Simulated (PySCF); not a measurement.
Isomers of C6H4O2, mass 108.021 u with the commonest isotopes. Level of theory: PBE0/def2-SVPD in PySCF (dipole) on a GFN2-xTB geometry, gas phase. One conformer each, none proved a minimum here; rigid rotors.

Question: Order these by dipole moment, largest first.
A. `C=C1C(=O)C=CC1=O`
B. `O=C1C=CC(=O)C=C1`
C. `C#C[C@@H]1C=COC1=O`

Answer: C (3.85 D), A (1.14 D), B (0.01 D).

Question: Order these by rotational constant A, smallest first.
A. `O=C1C=CC(=O)C=C1`
B. `C#C[C@@H]1C=COC1=O`
C. `C=C1C(=O)C=CC1=O`

Answer: B (3445 MHz), C (3576 MHz), A (5385 MHz).

Question: Order these by rotational constant C, smallest first.
A. `O=C1C=CC(=O)C=C1`
B. `C#C[C@@H]1C=COC1=O`
C. `C=C1C(=O)C=CC1=O`

Answer: A (1264 MHz), C (1368 MHz), B (1443 MHz).

```csv
SMILES,point group,Ia (u·Å²),Ib (u·Å²),Ic (u·Å²),κ,μa (D),μb (D),μc (D)
C#C[C@@H]1C=COC1=O,C1,146.68,242.33,350.15,-0.36,0.40,3.78,0.56
O=C1C=CC(=O)C=C1,D2h,93.86,306.09,399.95,-0.81,0.00,0.00,0.01
C=C1C(=O)C=CC1=O,C2v,141.34,228.11,369.45,-0.23,0.00,1.14,0.01
```
